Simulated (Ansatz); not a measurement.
Two isomers of C3H8O2: A = `CCC(O)O`, B = `OCCCO`.

Gas-phase electronic energies from Ansatz, PBE0-D4/def2-TZVP geometries. CCSD(T)/CBS is the MP2 limit (def2-TZVPP, def2-QZVPP) plus CCSD(T) − MP2 in def2-TZVPP, frozen cores. Functionals use def2-TZVPP. B3LYP here is the variant with VWN-RPA as its local correlation; programs differ in this. One conformer a species, not always the lowest.

A:

```xyz
13

C    -1.600    0.208    0.340
C    -0.334    0.506   -0.441
C     0.906   -0.077    0.202
O     2.003    0.333   -0.568
O     0.861   -1.473    0.320
H    -2.475    0.624   -0.162
H    -1.750   -0.867    0.453
H    -1.556    0.642    1.343
H    -0.184    1.585   -0.541
H    -0.400    0.107   -1.460
H     1.002    0.276    1.238
H     2.795   -0.030   -0.160
H     0.731   -1.833   -0.565
```

B:

Z-matrix (Å, degrees):
```
C
C 1 1.517
O 1 1.414 2 113.3
H 1 1.094 2 110.0 3 117.8
H 1 1.098 2 109.9 3 -124.6
C 2 1.517 1 113.0 3 -62.7
H 2 1.099 1 109.2 3 59.6
H 2 1.095 1 109.3 3 175.6
H 3 0.961 1 108.2 2 -65.5
O 6 1.413 2 112.8 1 -178.4
H 6 1.094 2 109.6 1 -61.0
H 6 1.096 2 110.0 1 56.5
H 10 0.960 6 108.3 2 -65.8
```

**Question.** Which is lower in electronic energy at CCSD(T)/CBS, and by how much? (An estimate is asked.)

**Answer.** Ansatz gave: A, by 54.8 kJ/mol.

**Question.** Give E(B) − E(A) in kJ/mol with CCSD/def2-TZVPP, B3LYP, HF/def2-TZVPP, B2PLYP, PBE-D4, r2SCAN-D4, CCSD(T)/def2-TZVPP. (Best estimate.)

**Answer.** Computed: CCSD/def2-TZVPP 54.6, B3LYP 52.2, HF/def2-TZVPP 52.0, B2PLYP 54.5, PBE-D4 54.9, r2SCAN-D4 58.8, CCSD(T)/def2-TZVPP 55.7. None reverses the order clearly.

Largest T1 diagnostic: 0.010.

In def2-TZVPP, CCSD(T) changes the Hartree–Fock value by +3.7 kJ/mol (the triples alone add +1.1 kJ/mol) and MP2 by +5.6 kJ/mol.
